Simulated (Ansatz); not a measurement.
Mulliken charges of `[CH2]1[NH][AlH]1` from PBE/def2-TZVPP in Ansatz (PBE0-D4/def2-TZVP geometry).

| atom | x (Å) | y (Å) | z (Å) | charge (e) |
| --- | --- | --- | --- | --- |
| C1 | -0.579 | -0.027 | -0.616 | -0.202 |
| N2 | -0.125 | 0.517 | 0.714 | -0.320 |
| Al3 | 1.090 | -0.567 | 0.161 | 0.294 |
| H4 | -1.474 | -0.652 | -0.586 | 0.076 |
| H5 | -0.645 | 0.706 | -1.424 | 0.076 |
| H6 | -0.689 | 1.175 | 1.223 | 0.130 |
| H7 | 2.483 | -1.219 | 0.483 | -0.055 |

By hand: the dipole of these point charges (1 e Å = 4.8032 D).

Σ q r = (0.090, -0.103, -0.077) e Å, of length 0.157 e Å = 0.75 D.

How does the dipole of the full density compare? (Estimate.)

Ansatz gave: (0.114, -0.043, 0.043) e Å, 0.62 D; the point charges give 1.21 times that, at 56° from its direction.

Point charges leave out the atoms' own dipoles, such as those of lone pairs, and Mulliken's split depends on the basis, so the two needn't agree.
